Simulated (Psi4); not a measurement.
Reaction (SMILES): [C-]#[S+] (C-S) + 3 [H][H] (H2) → C (CH4) + S (H2S)
B3LYP-D3(BJ)/def2-TZVP geometries, fixed; electronic energies without zero-point terms.

Basis-set convergence of the energy of full hydrogenation at PBE0 with Psi4. Cartesian d functions, on some or all atoms, in 6-31G*, 6-31+G*; all else is spherical. Density fitting with the program's default auxiliary sets. Psi4's default fitting sets serve the pcseg sets less well. No added dispersion term, no relativity. Functions are those of the species that has most. Reference: the value in aug-cc-pV(Q+d)Z, -116.48 kcal/mol, itself unsure by roughly 0.06 kcal/mol (its mean distance from def2-QZVPPD, def2-QZVPP, cc-pV(Q+d)Z). Deviations are taken from unrounded values.

```
basis            functions  energy of full hydrogenation (kcal/mol)
---------------  ---------  ---------------------------------------
6-31G*                  34                                  -116.58
6-31+G*                 42                                  -115.33
def2-SVP                34                                  -121.01
def2-SVPD               52                                  -124.67
pcseg-1                 34                                  -118.25
aug-pcseg-1             59                                  -117.43
cc-pV(D+d)Z             37                                  -117.75
aug-cc-pV(D+d)Z         59                                  -118.66
6-311G**                44                                  -117.70
6-311+G**               52                                  -116.31
def2-TZVP               68                                  -115.17
def2-TZVPD              83                                  -115.76
cc-pV(T+d)Z             86                                  -116.71
aug-cc-pV(T+d)Z        138                                  -116.67
pcseg-2                 86                                  -116.90
aug-pcseg-2            138                                  -116.98
def2-TZVPP              87                                  -116.23
def2-TZVPPD            105                                  -116.63
cc-pV(Q+d)Z            175                                  -116.56
aug-cc-pV(Q+d)Z        264                                  -116.48
def2-QZVPP             177                                  -116.47
def2-QZVPPD            195                                  -116.38
pcseg-3                192                                  -116.57
aug-pcseg-3            281                                  -116.47
```

What the diffuse functions change, pair by pair:
- 6-31G* to 6-31+G*: 8 more functions, deviation -0.10 to 1.15 kcal/mol
- def2-SVP to def2-SVPD: 18 more functions, deviation -4.53 to -8.19 kcal/mol
- pcseg-1 to aug-pcseg-1: 25 more functions, deviation -1.78 to -0.95 kcal/mol
- cc-pV(D+d)Z to aug-cc-pV(D+d)Z: 22 more functions, deviation -1.27 to -2.18 kcal/mol
- 6-311G** to 6-311+G**: 8 more functions, deviation -1.22 to 0.17 kcal/mol
- def2-TZVP to def2-TZVPD: 15 more functions, deviation 1.30 to 0.72 kcal/mol
- cc-pV(T+d)Z to aug-cc-pV(T+d)Z: 52 more functions, deviation -0.23 to -0.19 kcal/mol
- pcseg-2 to aug-pcseg-2: 52 more functions, deviation -0.42 to -0.50 kcal/mol
- def2-TZVPP to def2-TZVPPD: 18 more functions, deviation 0.25 to -0.15 kcal/mol
- cc-pV(Q+d)Z to aug-cc-pV(Q+d)Z: 89 more functions, deviation -0.08 to 0.00 kcal/mol
- def2-QZVPP to def2-QZVPPD: 18 more functions, deviation 0.01 to 0.10 kcal/mol
- pcseg-3 to aug-pcseg-3: 89 more functions, deviation -0.09 to 0.00 kcal/mol

Leaving out the reference's own pair, they bring the value nearer the reference by more than 0.06 kcal/mol in 5 of 11 pairs.
